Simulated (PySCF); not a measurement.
# CF2 (Difluoromethylene): the cost of one run

Programs: PySCF 2.14.0, with density-fitted response routines of our own. Each step states its level of theory. These are calculated values for one molecule in the gas phase, unless marked as measured. Atoms count from 0, in the outputs and in this text.

## 1. The molecule as given

3 atoms, charge 0, multiplicity 1; geometry from: GFN2-xTB. The atoms were then displaced at random by about 0.01 Å, so the start is not that level's minimum.

Bonds of the start (Å): F0–C1 1.29, C1–F2 1.29.

## 2. Relaxing the molecule at PBE0-D3(BJ)/def2-TZVP

What the job is given:

```
{"job": {"xc": "PBE0", "basis": "def2-TZVP", "d3": "d3bj", "grid": 2, "shake": 0.01, "kind": "geom"}, "charge": 0, "multiplicity": 1}
F     -1.010700    -0.294970     0.001750
C     -0.004890     0.519520    -0.013610
F      1.021600    -0.259480    -0.007330
```

Launch:

```sh
$ OMP_NUM_THREADS=1 python probes_run.py task.json out
```

The driver reads the jobs from task.json and runs them one after another.

Q: Estimate the wall time and peak memory of this first job on 1 thread of Arm Neoverse V1, shared host.

About 7.1 s, with a peak of 0.35 GiB.
